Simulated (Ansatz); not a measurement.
Compare A (`CC#CNC`) with its isomer B (`CC(C)C#N`).

Calculated with Ansatz (gas phase, PBE0-D4/def2-TZVP geometries, no zero-point term in ΔE). CCSD(T)/CBS adds triple-zeta CCSD(T) − MP2 to the extrapolated MP2 energy (def2 sets, frozen cores). Functionals use def2-TZVPP. B3LYP here is the variant with VWN-RPA as its local correlation; programs differ in this.

Question: Which is lower in electronic energy at CCSD(T)/CBS, and by how much? (Best estimate.)

Answer: Ansatz gave: B, by 192.2 kJ/mol.

Question: Give E(B) − E(A) in kJ/mol with ωB97M-V, MP2/def2-TZVPP, B3LYP-D4, B3LYP, PBE0-D4, CCSD/def2-TZVPP, PBE-D4. (Estimate.)

Answer: The calculation gave: ωB97M-V -186.3, MP2/def2-TZVPP -201.1, B3LYP-D4 -174.8, B3LYP -170.7, PBE0-D4 -172.6, CCSD/def2-TZVPP -199.8, PBE-D4 -168.2. None reverses the order clearly.

Largest T1 diagnostic: 0.011.

From PBE to PBE0 (25 % exact exchange), in def2-TZVPP and without D4, E(B) − E(A) moves by −4.8 kJ/mol. In def2-TZVPP, CCSD(T) changes the Hartree–Fock value by −6.3 kJ/mol (the triples alone add −0.7 kJ/mol) and MP2 by −7.0 kJ/mol.
